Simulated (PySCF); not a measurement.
Species: cis-3-hexene, C6H12.
Numbering: `[CH3:1][CH2:2]/[CH:3]=[CH:4]\[CH2:5][CH3:6]` (hydrogens: H7, H8, H9 on C1; H10, H11 on C2; H12 on C3; H13 on C4; H14, H15 on C5; H16, H17, H18 on C6)

Geometry (PBE0-D3(BJ)/def2-SVP, Å), atoms numbered from 1 in this order:
```xyz
18
C6H12 angstrom
C     -2.711   -0.311    0.296
C     -1.499    0.107   -0.533
C     -0.565    1.002    0.222
C      0.686    0.733    0.619
C      1.477   -0.514    0.370
C      2.665   -0.279   -0.560
H     -2.402   -0.892    1.179
H     -3.268    0.567    0.659
H     -3.407   -0.928   -0.292
H     -0.971   -0.787   -0.899
H     -1.850    0.642   -1.434
H     -0.979    1.981    0.495
H      1.218    1.520    1.169
H      0.834   -1.308   -0.039
H      1.850   -0.894    1.338
H      2.327    0.052   -1.554
H      3.334    0.502   -0.164
H      3.261   -1.195   -0.689
```

Jobs on this species (18 atoms, 48 electrons) with PySCF (density fitting). Hardware of each: one thread, Intel Xeon 6975P-C (x86_64) (shared host). Other jobs ran on the host; a repeat could differ by tens of per cent or more. Peak memory is the resident size of the whole Python process, interpreter and libraries included.

| level and settings | work | basis functions | SCF cycles | wall time | peak memory |
| --- | --- | --- | --- | --- | --- |
| PBE0/def2-SVPD | 10 singlets by full TDDFT, 4 Tamm–Dancoff triplets, polarisability, ΔSCF ions | 216 | ? | ? | ? |
| PBE0/pcSseg-1 | shieldings, charges and field gradients | 162 | ? | ? | ? |
| KT3/pcSseg-1 | shieldings | 162 | 13 | 20 s | 0.60 GiB |
| B3LYP/pcJ-1 | spin–spin couplings from 18 perturbed nuclei, spin–dipole term left out | 282 | 12 | 57 s | 1.2 GiB |
| PBE0-D3(BJ)/def2-SVP, grid level 1 | geometry optimisation from an MMFF94s start | 144 | 36 | 40 s | 0.62 GiB |
| delta-SCF UKS SCAN, pcX-2 on the ionised atom, pcseg-1 elsewhere, spin-free X2C | ΔSCF core ionisation, 3 holes | 175 | 54 | 41 s | 0.49 GiB |

Fill in the missing figures.

- PBE0/def2-SVPD; 10 singlets by full TDDFT, 4 Tamm–Dancoff triplets, polarisability, ΔSCF ions: 51 s, 0.85 GiB, 12 SCF cycles
- PBE0/pcSseg-1; shieldings, charges and field gradients: 23 s, 0.76 GiB, 12 SCF cycles

What do all jobs in the table cost together?

About 3.9 min; the longest takes about 25 % of that, and about 2.9 times as long as the shortest.
